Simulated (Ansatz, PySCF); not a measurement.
System: C$_{3}$H$_{2}$N, charge 0, doublet. C3H2N (SMILES C(C#N)=[CH], doublet).
B3LYP-D3(BJ)/def2-TZVP minimum from Ansatz (an electronic-structure program):
```xyz
6

C     -0.1219    -1.6907     0.0222
C      0.5422    -0.5603     0.0115
C     -0.0782     0.7252    -0.0104
H      0.1085    -2.7434     0.0381
H      1.6343    -0.5565     0.0193
N     -0.5422     1.7793    -0.0281
```
Charge 0, spin multiplicity 2.

Atomisation energy term by term, kcal/mol (programs: Ansatz). UHF or UKS for unpaired electrons; spin-orbit terms are left out. Correlated methods leave the cores frozen. Rows without X2C or -DK are non-relativistic. CBS(X,Y): correlation extrapolated as X^-3, Hartree-Fock from the larger set. A bracket is a step between two methods taken in the basis named. '+ core + X2C': CCSD(T) terms for core correlation (cc-pwCVTZ) and scalar relativity (cc-pVTZ-DK). Where a partner has so few electrons that a lower coupled-cluster level is exact, that level stands in. The UHF reference of C3H2N ([CH]=CC#N, doublet) is spin-contaminated (<S^2> up to 0.38 over the pure value in the sets run).

```tsv
term	basis	kcal/mol
Hartree-Fock	cc-pVQZ	445.03
CCSD correlation	CBS(cc-pVTZ,cc-pVQZ)	175.37
(T)	CBS(cc-pVTZ,cc-pVQZ)	16.83
CCSDT(Q) - CCSD(T)	cc-pVDZ	1.92
core correlation	cc-pwCVTZ	3.78
scalar relativity	X2C, cc-pVTZ-DK	-0.54
minus zero-point energy	Hessian by PySCF at B3LYP-D3(BJ)/def2-TZVP	-22.98
sum: D0		619.4
```
